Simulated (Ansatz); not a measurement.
bcc Na was calculated with PBEsol in Ansatz (PAW).

A relaxed, unreconstructed slab of the (211) face has 12 atoms, two equal faces of 21.272 Å² each and an energy of -17709.7517 eV. A bulk cell of 6 atoms with the same orientation and in-plane k mesh has -8855.2172 eV. Energies are extrapolated to zero smearing.

Settings: plane-wave cutoff 500 eV, 10×16×1 k mesh (along the axes of the cell as run), Fermi–Dirac smearing 0.1 eV, scalar-relativistic PAW data made under PBE.

Worked out: γ = (E_slab − N E_bulk per atom)/2A = [-17709.7517 − 12 × (-8855.2172/6)]/(2 × 21.272) = 0.0160 eV/Å². With 16.022 J/m² per eV/Å² this is 0.26 J/m², or 0.34 eV per surface cell and face.

Ansatz is a quantum-chemistry and plane-wave program.
